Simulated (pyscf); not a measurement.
Optimised with ωB97X-D3(BJ)/def2-SVP in PySCF.

Task: For the elementary gas-phase step `[GaH2][SeH]` + `[ClH]` → `[Cl][GaH][SeH]` + `[H][H]` (singlet surface; Ga–H, Cl–H broken, Cl–Ga, H–H formed), what barrier and reaction energy does ωB97M-D3(BJ)/def2-TZVP give, measured from the separated reactants?

Result: ΔE‡ = 9.3 kcal/mol, ΔE = -24.0 kcal/mol. Zero-point energy shifts the barrier by +0.4 kcal/mol. It is a four-centre exchange, with an imaginary mode of 1053i cm⁻¹. On the reactant side the descent ends in a complex, 5.4 kcal/mol under the separated species and 12.0 kcal/mol under the saddle at ωB97X-D3(BJ)/def2-TZVP. At ωB97X-D3(BJ)/def2-TZVP the barrier from the zero used here is 6.5 kcal/mol. The same reactants have a lower exit, to H₂Se + Cl–GaH₂ (barrier -0.2 kcal/mol at ωB97M-D3(BJ)/def2-TZVP, against +9.3 kcal/mol here). One saddle was located; it need not be the lowest between these sides. Elements up to Kr have no core potential and no relativistic terms here.
